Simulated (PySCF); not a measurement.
Coordinates in bohr (charge 1 multiplicity 2):
```
Si    0.0000    0.0000   -1.2757
Cl    3.2513    0.0000    0.5104
Cl   -3.2513    0.0000    0.5104
```

These are results of PySCF, UPBE0, basis Si def2-TZVP, Cl def2-TZVP (no relativity, density fitting), not measurements.

This geometry of SiCl₂⁺ is a stationary point at this level.

What is the point group?

C2v.

Is it a minimum?

Yes: all harmonic wavenumbers are real.

Which band is strongest in the infrared?

723 cm⁻¹ (b2), 178 km/mol.

Give the atomic charges and bond orders.


| atom | Mulliken | Löwdin | polar tensor | spin (Mulliken) | Mayer order to Si1 |
| --- | --- | --- | --- | --- | --- |
| Si1 | 0.76 | -0.06 | 1.32 | 0.71 | – |
| Cl2,3 | 0.12 | 0.53 | -0.16 | 0.14 | 1.58 |

Give the ideal-gas entropy at 298.15 K and 1 bar by parts.

translation 166.0, rotation 99.4, vibration 12.9, spin 5.8; total 284.1 J/(mol K).

Only a few start shapes were tried, so a lower isomer may exist.
